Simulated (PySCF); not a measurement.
All values below come from B3LYP-D3(BJ)/def2-TZVP (PySCF). Isolated molecules, 0 K electronic values unless said otherwise. B3LYP has the VWN-RPA correlation part, as in Gaussian. 

Reference species (SMILES): `BrC(Br)(Br)Br` (neutral, multiplicity 1).

```
Item           Result
-------------  ------
dipole moment  0.00 D
```

Changed species: `C` (whole molecule; the reference has whole molecule).

Q: Give the shifts of the dipole moment.

A: the dipole moment is nearly the same.
